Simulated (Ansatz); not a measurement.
System: C4H5 (charge 0, doublet). SMILES: C1[C@]2[C@H]1C2
Structure (B3LYP-D3(BJ)/def2-TZVP (Ansatz, a first-principles code) minimum search):
```xyz
9

C      0.0558     1.1575     0.2832
C      0.0638    -1.1629     0.2583
C      0.7649     0.0061    -0.3252
C     -0.6769     0.0017    -0.3769
H      0.0231     1.2812     1.3661
H      0.0625     2.0844    -0.2786
H      0.0320    -1.3100     1.3383
H      0.0768    -2.0775    -0.3233
H     -1.4401     0.0072    -1.1389
```
Charge 0, spin multiplicity 2.

Wanted: atomisation energy, in kcal/mol. Set-up: non-relativistic; open shells spin-unrestricted; LANL2DZ all-electron up to Ne; dispersion terms only where a functional's name holds one; no spin-orbit coupling; atomisation electronic, to ground-state atoms; 6-311+G** with 5d; 6-31G* and kin with 6d, 5d where marked; frozen cores in correlated levels. CBS(X,Y): correlation extrapolated as X^-3; Hartree-Fock from the larger set. The bracket is a focal-point correction in the basis named. First-principles rows: single points at B3LYP-D3(BJ) geometries (Ansatz).

Coupled cluster (Ansatz) is a level with limits of its own, used here on species with T1 under 0.025 (0.045 for open shells) and stable references: RI-MP2/CBS(cc-pVTZ,cc-pVQZ)+[CCSD(T)-MP2]/cc-pVTZ.

Value to compare with, RI-MP2/CBS(cc-pVTZ,cc-pVQZ)+[CCSD(T)-MP2]/cc-pVTZ (Ansatz): 863.0 kcal/mol.

```tsv
level	program	atomisation energy (kcal/mol)	difference
PBE/STO-3G	Ansatz	1051.7	188.7
PBE/3-21G	Ansatz	874.9	11.9
PBE/LANL2DZ	Ansatz	859.8	-3.2
PBE/6-31G*	Ansatz	900.0	37.0
PBE/def2-SVP	Ansatz	907.6	44.6
PBE/6-311+G**	Ansatz	891.5	28.5
PBE/def2-TZVPD	Ansatz	896.3	33.3
```

Among the 6 habitual levels, PBE/STO-3G lies farthest from RI-MP2/CBS(cc-pVTZ,cc-pVQZ)+[CCSD(T)-MP2]/cc-pVTZ (Ansatz) (188.7 kcal/mol) and PBE/LANL2DZ nearest (-3.2); 5 of 6 lie above it, and their mean absolute difference is 52.3 kcal/mol, the median 32.8. One case shows no general order.

The sets are all those run for this method; runs whose electronic state is in doubt are left out.
